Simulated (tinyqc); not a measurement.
Inside a calculation. Method: RHF in the sto-3g basis, for H2O, spin multiplicity 1. One step of it, computed by the program tinyqc.

Task: Iteration 1: diagonalisation and new density. Diagonalise F' = X^T F X, C = X C', fill 5 alpha and 5 beta electrons from the bottom; D = 2 C_occ C_occ^T. Each column has its largest component positive (the first on a tie).

Fock matrix F (hartree), order 1O 1s, 1O 2s, 1O 2px, 1O 2py, 1O 2pz, 2H 1s, 3H 1s:
```
[[-24.037559, -5.703646, 0.000000, 0.000000, -0.033829, -1.420714, -1.420714],
 [-5.703646, -3.255742, 0.000000, 0.000000, 0.097560, -1.213281, -1.213281],
 [0.000000, 0.000000, -1.747776, 0.000000, 0.000000, 0.000000, 0.000000],
 [0.000000, 0.000000, 0.000000, -1.826922, 0.000000, -0.508490, 0.508490],
 [-0.033829, 0.097560, 0.000000, 0.000000, -1.670392, -0.355121, -0.355121],
 [-1.420714, -1.213281, 0.000000, -0.508490, -0.355121, -0.828984, -0.474492],
 [-1.420714, -1.213281, 0.000000, 0.508490, -0.355121, -0.474492, -0.828984]]
```

X, order 1O 1s, 1O 2s, 1O 2px, 1O 2py, 1O 2pz, 2H 1s, 3H 1s:
```
[[1.024318, -0.144994, 0.000000, 0.000000, -0.011335, 0.022477, 0.022477],
 [-0.144994, 1.273538, 0.000000, 0.000000, 0.128428, -0.315218, -0.315218],
 [0.000000, 0.000000, 1.000000, 0.000000, 0.000000, 0.000000, 0.000000],
 [0.000000, 0.000000, 0.000000, 1.119852, 0.000000, -0.242684, 0.242684],
 [-0.011335, 0.128428, 0.000000, 0.000000, 1.065554, -0.161415, -0.161415],
 [0.022477, -0.315218, 0.000000, -0.242684, -0.161415, 1.236921, -0.106015],
 [0.022477, -0.315218, 0.000000, 0.242684, -0.161415, -0.106015, 1.236921]]
```

Give: F' = X^T F X; orbital energies; coefficients C; D after iteration 1.

Result:

F' = X^T F X (hartree):
```
[[-23.7102, -2.6342, 0.0000, 0.0000, -0.0541, -0.2939, -0.2939],
 [-2.6342, -2.1868, 0.0000, 0.0000, 0.1683, -0.3874, -0.3874],
 [0.0000, 0.0000, -1.7478, 0.0000, 0.0000, 0.0000, 0.0000],
 [0.0000, 0.0000, 0.0000, -1.7801, 0.0000, -0.2126, 0.2126],
 [-0.0541, 0.1683, 0.0000, 0.0000, -1.6426, -0.1269, -0.1269],
 [-0.2939, -0.3874, 0.0000, -0.2126, -0.1269, -0.2951, -0.1034],
 [-0.2939, -0.3874, 0.0000, 0.2126, -0.1269, -0.1034, -0.2951]]
```

orbital energies (hartree): [-24.0376, -2.0529, -1.8351, -1.7478, -1.6428, -0.2048, -0.1366]

coefficients C, order 1O 1s, 1O 2s, 1O 2px, 1O 2py, 1O 2pz, 2H 1s, 3H 1s:
```
[[0.9999, -0.2409, 0.0000, 0.0000, -0.0716, 0.0919, 0.0000],
 [0.0003, 1.0421, 0.0000, 0.0000, 0.3177, -0.8193, 0.0000],
 [0.0000, 0.0000, 0.0000, 1.0000, 0.0000, 0.0000, 0.0000],
 [0.0000, 0.0000, 1.0398, 0.0000, 0.0000, 0.0000, -0.5391],
 [0.0013, -0.2405, 0.0000, 0.0000, 0.9863, -0.4164, 0.0000],
 [0.0004, -0.0509, -0.0679, 0.0000, -0.0449, 0.8722, 0.9778],
 [0.0004, -0.0509, 0.0679, 0.0000, -0.0449, 0.8722, -0.9778]]
```

D after iteration 1, order 1O 1s, 1O 2s, 1O 2px, 1O 2py, 1O 2pz, 2H 1s, 3H 1s:
```
[[2.1259, -0.5471, 0.0000, 0.0000, -0.0226, 0.0317, 0.0317],
 [-0.5471, 2.3739, 0.0000, 0.0000, 0.1253, -0.1347, -0.1347],
 [0.0000, 0.0000, 2.0000, 0.0000, 0.0000, 0.0000, 0.0000],
 [0.0000, 0.0000, 0.0000, 2.1624, 0.0000, -0.1411, 0.1411],
 [-0.0226, 0.1253, 0.0000, 0.0000, 2.0615, -0.0642, -0.0642],
 [0.0317, -0.1347, 0.0000, -0.1411, -0.0642, 0.0184, 0.0000],
 [0.0317, -0.1347, 0.0000, 0.1411, -0.0642, 0.0000, 0.0184]]
```
